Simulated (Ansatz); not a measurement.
in.yaml

```yaml
crystal:
  periodic: [false, false, false]
  atoms:
    - {symbol: Ge, position_ang: [0.000000, 0.000000, 0.000000]}
    - {symbol: H, position_ang: [0.000000, 0.000000, 1.633171]}
basis:
  gaussian: {orbitals: cc-pVTZ-DK}
magnetization: {spin_polarized: true, initial_magnetization: 1}
hamiltonian: {xc: {name: PBE0}}
correlation: {method: bccd_t, electrons: outside_noble_gas}
scf: {omitted_lower_state_checks: [cluster_reference]}
output: {forces: true}
```

```sh
$ ansatz run in.yaml --threads 1 --pin off --events-out ev --progress --plain --max-ram 2393MiB
```

Output:

```
these checks for a lower state are left out or cut short: cluster_reference
358 factors; integrals over basis functions are off by at most 1.2e-3 eV
mean field evaluation 1: about -57118.5108 eV, gradient 7.8e0 eV
mean field evaluation 2: about -57118.5148 eV, gradient 7.8e0 eV
mean field evaluation 4: about -57118.8530 eV, gradient 9.0e-1 eV
mean field evaluation 8: about -57118.8553 eV, gradient 8.1e-3 eV
mean field evaluation 16: about -57118.8553 eV, gradient 1.7e-6 eV
mean field -57118.85529540 eV, -2099.0792155552 hartree, gradient 1.5e-6 eV, S^2 0.753997; 2 other end points of the search recorded, 0 dependent functions left out
14 core orbitals not correlated: weight in the atoms' cores, before any rotation towards them, 0.999 or more for the frozen orbitals, at most 0.000 for the correlated occupied ones
reference -57079.28311535 eV, -2097.6249647614 hartree; 3, 2 occupied and 40, 41 virtual orbitals, 358 factors
second order -2.14137248 eV of doubles, -0.09391213 eV of singles
cycle   1  -2.58018300 eV  change   -3.5e-1 eV  update   5.2e-2
cycle   2  -2.72748832 eV  change   -1.5e-1 eV  update   2.0e-2
cycle   3  -2.73894779 eV  change   -1.1e-2 eV  update   5.8e-3
cycle   4  -2.74019024 eV  change   -1.2e-3 eV  update   1.8e-3
cycle   5  -2.73974831 eV  change    4.4e-4 eV  update   5.4e-4
cycle   6  -2.73977374 eV  change   -2.5e-5 eV  update   1.8e-4
cycle   7  -2.73979860 eV  change   -2.5e-5 eV  update   6.6e-5
cycle   8  -2.73979947 eV  change   -8.8e-7 eV  update   2.2e-5
cycle   9  -2.73979510 eV  change    4.4e-6 eV  update   8.4e-6
cycle  10  -2.73979641 eV  change   -1.3e-6 eV  update   3.4e-6
cycle  11  -2.73979677 eV  change   -3.6e-7 eV  update   1.2e-6
cycle  12  -2.73979681 eV  change   -4.0e-8 eV  update   4.2e-7
perturbative correction -0.07067215 eV, -0.0025971536 hartree
the calculation of the forces begins
mean field evaluation 32: about -57118.8553 eV, gradient 1.5e-6 eV
Total energy: -57082.09358431 eV, -2097.7282475906 hartree
Relativity: scalar
Atom 0 at     0.000000     0.000000     0.000000 Å, force     0.000000     0.000000     0.367220 eV/Å
Atom 1 at     0.000000     0.000000     1.633171 Å, force     0.000000     0.000000    -0.367220 eV/Å
Dipole moment:     0.000000     0.000000    -0.045071 e Å
Checks for a lower state left out: cluster_reference
```

Forces (eV/Å):
```
Ge   0.000  0.000  0.367
H    0.000  0.000 -0.367
```

Ran on 1 thread of Arm Neoverse V2, shared host: 4.1 s wall, 0.18 GiB peak host memory.
